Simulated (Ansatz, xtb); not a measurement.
Ranking isomers of CH2AlS

6 gas-phase structures of CH2AlS, found in a search over its isomers (lower ones may exist). Each was relaxed with GFN2-xTB; where two conformers were screened, the lower at r2SCAN-D4/def2-SVP is listed:

A. `[AlH2][C]=S`, a doublet
B. `[CH2]1[Al][S]1`, a doublet
C. a doublet given by its coordinates
D. `[AlH][CH]=S`, a doublet
E. a doublet given by its coordinates
F. `[CH]1[AlH][S]1`, a doublet

E (Å):

```
atom    x (Å)    y (Å)    z (Å)
   C  -1.4974   0.7366  -0.7115
  Al   0.3176   1.0929  -1.1866
   S   2.2985   1.4827  -1.7054
   H  -1.8124  -0.1173  -0.1144
   H  -2.3370   1.3649  -1.0040
```

Close contacts (Å): C1–Al2 1.91, Al2–S3 2.08, C1–H4 1.09, C1–H5 1.09.

C (Å):

```xyz
5

C    -0.3755    0.2740    0.4195
Al   -1.1192    1.0761   -1.2187
S     1.1064    0.4696   -0.1822
H    -1.3776    0.2261   -2.4810
H    -1.2465    2.6066   -1.3742
```

Close contacts (Å): C1–Al2 1.97, C1–S3 1.61, Al2–S3 2.53, Al2–H4 1.54, Al2–H5 1.54.

**Question.** Which do you expect lowest at r2SCAN-D4/def2-SVP, and how would the others follow?

**Answer.** Calculated order at r2SCAN-D4/def2-SVP: E (0.0), B (31.2), F (87.1), A (128.1), C (185.7), D (217.4) kJ/mol.

Energies above the lowest of each column, in kJ/mol; the last columns are at B3LYP-D3(BJ)/def2-SVP geometries and were run for some of them only (a dash: not run or not comparable):

| structure | GFN2-xTB | HF/STO-3G | r2SCAN-D4/def2-SVP | B3LYP-D3(BJ)/def2-SVP | CCSD(T)/def2-TZVP |
| --- | --- | --- | --- | --- | --- |
| E | 0.0 | 0.0 | 0.0 | 0.0 | 0.0 |
| B | 75.4 | 8.2 | 31.2 | 32.5 | 23.5 |
| F | 94.3 | 46.0 | 87.1 | 87.6 | 77.9 |
| A | 80.1 | 4.9 | 128.1 | – | – |
| C | 105.1 | 70.0 | 185.7 | – | – |
| D | 142.3 | 262.7 | 217.4 | – | – |

Every level run on E puts it lowest or level with the lowest. Flexible structures stand in one conformer each, not always the lowest. Frequencies (B3LYP-D3(BJ)/def2-SVP) were run for B, E, F alone. Open shells are spin-unrestricted, some with notable spin contamination.

Over these structures GFN2-xTB departs from r2SCAN-D4/def2-SVP by 42.5 kJ/mol on average once a common shift is removed. A GFN2-xTB relaxation took about 0.19 s and the r2SCAN-D4/def2-SVP energy about 5 s on a shared host (Ansatz 0.2.0, xtb 6.7.1).
